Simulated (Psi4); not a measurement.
**M06-L/aug-cc-pVDZ (Coulomb fitting set, sweep point 1) run of BCl (SMILES [B]Cl)**

Aim: the vertical ionisation energy of BCl at M06-L/aug-cc-pVDZ (Coulomb fitting set, sweep point 1), from 2 runs. Input form: a Python script.

The results are computed with Psi4 1.11.

**1. The molecule**

BCl has 2 atoms, charge 0, and is taken as a singlet. As SMILES, `[B]Cl`. Geometry: relaxed at PBE0-D4/def2-TZVP.

Bond lengths: B1–Cl2 1.718 Å.

**2. A single-point energy at M06-L/aug-cc-pVDZ (Coulomb fitting set, sweep point 1)**

Contents of bcl.py:

```python
import psi4

psi4.set_memory('1600 MB')
psi4.set_num_threads(1)
psi4.set_output_file('bcl.out', False)

mol = psi4.geometry("""
0 1
B      0.000000     0.000000    -0.069660
Cl     0.000000     0.000000     1.648190
symmetry c1
""")

psi4.set_options(dict(basis='aug-cc-pVDZ', puream=True, scf_type='df', dft_radial_points=99, dft_spherical_points=590, df_basis_scf='def2-universal-jfit'))

e, wfn = psi4.energy("M06-L", molecule=mol, return_wfn=True)
print('E =', round(e, 9))
for k, v in sorted(psi4.core.scalar_variables().items()):
    print(f'{k:45s} {v:18.10f}')
```

The run is started by

```
$ python bcl.py
```

bcl.out, shortened:

```text
[...]
  Running in c1 symmetry.
[...]
  Nuclear repulsion =   26.183929276100940
[...]
  Multiplicity = 1
[...]
  Nalpha       = 11
  Nbeta        = 11
[...]
    Number of basis functions: 50
[...]
   @DF-RKS iter   1:  -484.93753028490414   -2.19831e-01   4.94148e-03 ADIIS/DIIS
[...]
   @DF-RKS iter   7:  -484.98305675840680   -3.52866e-08   3.77086e-07 DIIS
[...]
    Orbital Energies [Eh]
    ---------------------
    Doubly Occupied:
       1A   -101.241503     2A     -9.465861     3A     -7.169149
       4A     -7.165111     5A     -7.165111     6A     -6.753652
       7A     -0.859058     8A     -0.484674     9A     -0.369799
      10A     -0.369799    11A     -0.239630
[...]
  @DF-RKS Final Energy:  -484.98305675840680
   => Energetics <=
    Nuclear Repulsion Energy =             26.1839292761009403
    One-Electron Energy =                -719.4353066903273657
    Two-Electron Energy =                 240.4735167612296038
    DFT Exchange-Correlation Energy =     -32.2051961054099323
    Empirical Dispersion Energy =           0.0000000000000000
    VV10 Nonlocal Energy =                  0.0000000000000000
    Total Energy =                       -484.9830567584068035
[...]
 Multipole Moments:
 ------------------------------------------------------------------------------------
     Multipole            Electronic (a.u.)      Nuclear  (a.u.)        Total (a.u.)
 ------------------------------------------------------------------------------------
 L = 1.  Multiply by 2.5417464519 to convert [e a0] to [Debye]
 Dipole X            :         -0.0000000            0.0000000           -0.0000000
 Dipole Y            :          0.0000000            0.0000000            0.0000000
 Dipole Z            :         -0.2438723            0.8694190            0.6255468
 Magnitude           :                                                    0.6255468
[...]
```

Standard output:

```text
E = -484.983056758
CURRENT ENERGY                                   -484.9830567584
CURRENT REFERENCE ENERGY                         -484.9830567584
DD SOLVATION ENERGY                                 0.0000000000
DFT FUNCTIONAL TOTAL ENERGY                      -484.9830567584
DFT TOTAL ENERGY                                 -484.9830567584
DFT VV10 ENERGY                                     0.0000000000
DFT XC ENERGY                                     -32.2051961054
GRID ELECTRONS ALPHA                               10.9999999502
GRID ELECTRONS BETA                                10.9999999502
GRID ELECTRONS TOTAL                               21.9999999003
NUCLEAR REPULSION ENERGY                           26.1839292761
ONE-ELECTRON ENERGY                              -719.4353066903
PCM POLARIZATION ENERGY                             0.0000000000
PE ENERGY                                           0.0000000000
SCF ITERATION ENERGY                             -484.9830567584
SCF ITERATIONS                                      7.0000000000
SCF TOTAL ENERGY                                 -484.9830567584
TWO-ELECTRON ENERGY                               240.4735167612
XC GRID RADIAL POINTS                              99.0000000000
XC GRID SPHERICAL POINTS                          590.0000000000
XC GRID TOTAL POINTS                           114916.0000000000
```

It took 5.4 s on 1 thread of Intel Xeon Platinum 8488C (Sapphire Rapids), shared host; peak memory 0.64 GiB.

**3. The doublet cation**

Contents of bcl.py:

```python
import psi4

psi4.set_memory('1600 MB')
psi4.set_num_threads(1)
psi4.core.set_output_file('output.dat', False)

molecule = psi4.geometry("""
1 2
B      0.000000     0.000000    -0.069660
Cl     0.000000     0.000000     1.648190
symmetry c1
""")

psi4.set_options({
    'basis': 'aug-cc-pVDZ',
    'reference': 'uks',
    'puream': True,
    'scf_type': 'df',
    'dft_radial_points': 99,
    'dft_spherical_points': 590,
    'df_basis_scf': 'def2-universal-jfit',
    'maxiter': 100,
})

result, w = psi4.energy("m06-l", return_wfn=True)
print(f'm06-l energy: {result:.10f} Eh')
```

The run is started by

```
$ python bcl.py
```

output.dat, shortened:

```text
[...]
  Running in c1 symmetry.
[...]
  Nuclear repulsion =   26.183929276100940
[...]
  Multiplicity = 2
[...]
  Nalpha       = 11
  Nbeta        = 10
[...]
    Number of basis functions: 50
[...]
   @DF-UKS iter   1:  -484.60442601130222    1.13274e-01   2.84686e-03 ADIIS/DIIS
[...]
   @DF-UKS iter  10:  -484.62021387384846   -3.69198e-09   2.20233e-07 DIIS
[...]
   @S^2 Observed:                7.590146219E-01
[...]
    Orbital Energies [Eh]
    ---------------------
    Alpha Occupied:
       1A   -101.544380     2A     -9.762057     3A     -7.469294
       4A     -7.460288     5A     -7.460288     6A     -7.144004
       7A     -1.138981     8A     -0.774675     9A     -0.638032
      10A     -0.638032    11A     -0.606473
    Alpha Virtual:
      12A     -0.413629    13A     -0.413629    14A     -0.206599
      15A     -0.154748    16A     -0.116134    17A     -0.114700
      18A     -0.114700    19A     -0.078986    20A     -0.047296
      21A     -0.047295    22A     -0.044036    23A     -0.044036
      24A      0.002256    25A      0.014970    26A      0.014970
[...]
  @DF-UKS Final Energy:  -484.62021387384846
   => Energetics <=
    Nuclear Repulsion Energy =             26.1839292761009403
    One-Electron Energy =                -712.8386858883624200
    Two-Electron Energy =                 233.9560809794723468
    DFT Exchange-Correlation Energy =     -31.9215382410593023
    Empirical Dispersion Energy =           0.0000000000000000
    VV10 Nonlocal Energy =                  0.0000000000000000
    Total Energy =                       -484.6202138738484564
[...]
 Multipole Moments:
 ------------------------------------------------------------------------------------
     Multipole            Electronic (a.u.)      Nuclear  (a.u.)        Total (a.u.)
 ------------------------------------------------------------------------------------
 L = 1.  Multiply by 2.5417464519 to convert [e a0] to [Debye]
 Dipole X            :         -0.0000000            0.0000000           -0.0000000
 Dipole Y            :          0.0000000            0.0000000            0.0000000
 Dipole Z            :         -2.1968405            0.8694190           -1.3274215
 Magnitude           :                                                    1.3274215
[...]
```

The script printed:

```text
m06-l energy: -484.6202138738 Eh
```

It took 7.5 s on 1 thread of Intel Xeon Platinum 8488C (Sapphire Rapids), shared host; peak memory 0.65 GiB.

**4. Outcome**

At M06-L/aug-cc-pVDZ (Coulomb fitting set, sweep point 1):

| quantity | value |
| --- | --- |
| singlet BCl: total energy | -484.98306 Eh |
| singlet BCl: dipole moment | 1.59 D |
| singlet BCl: HOMO energy | -6.52 eV |
| singlet BCl: LUMO energy | -2.59 eV |
| singlet BCl: HOMO–LUMO gap | 3.93 eV |
| doublet cation: total energy | -484.62021 Eh |
| doublet cation: HOMO energy (highest over α and β) | -16.50 eV |
| doublet cation: LUMO energy (lowest over α and β) | -15.04 eV |
| doublet cation: ⟨S²⟩ | 0.759 |
| vertical ionisation energy (to the doublet cation) | 9.873 eV |

What this shows: The vertical ionisation energy comes to 9.87 eV (228 kcal/mol). −ε(HOMO) before ionisation, 6.52 eV, is 3.35 eV below this ionisation energy.
